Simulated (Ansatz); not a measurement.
F₂: state-averaged CASSCF

Program: Ansatz, Gaussian basis, development build. State-averaged CASSCF with equal weights; occupations are averaged over the states; levels count from the state that is lowest in CASSCF. CASSCF levels without dynamic correlation can be off by over 1 eV. No symmetry is imposed, so a solution can break that of the shape. Lower solutions, or ones in other orbitals, may exist. The average may hold one member of a degenerate pair alone.

Geometry: bond length 1.4120 Å. A bond is stretched, to 1.24 times the sum of the covalent radii.

Basis cc-pVTZ, nonrelativistic, 2 orbitals frozen in the corrections; active space CAS(10,6). Averaged: 3 singlets.

(1) Give the levels in order.

Same geometry.

Basis cc-pVTZ, nonrelativistic, 2 orbitals frozen in the corrections; active space CAS(10,6). Averaged: 1 singlet, 1 triplet.

(2) Give the levels in order, with their spins.

Same geometry.

Basis cc-pVTZ, nonrelativistic, 2 orbitals frozen in the corrections; active space CAS(2,2). Averaged: 1 singlet, 1 triplet.

(3) Give the levels in order, with their spins.

Results:

(1) 

| state | CASSCF (eV) |
| --- | --- |
| singlet | 0.000 |
| singlet | 4.636 |
| singlet | 4.636 |

Occupations: 1.96, 1.96, 1.88, 1.70, 1.70, 0.79.

(2) 

```csv
state,CASSCF (eV)
singlet,0.000
triplet,3.757
```

Occupations: 2.00, 2.00, 1.96, 1.89, 1.54, 0.61.

(3) 

```json
{"state": "singlet", "CASSCF (eV)": "0.000"}
{"state": "triplet", "CASSCF (eV)": "4.988"}
```

Occupations: 1.42, 0.58.
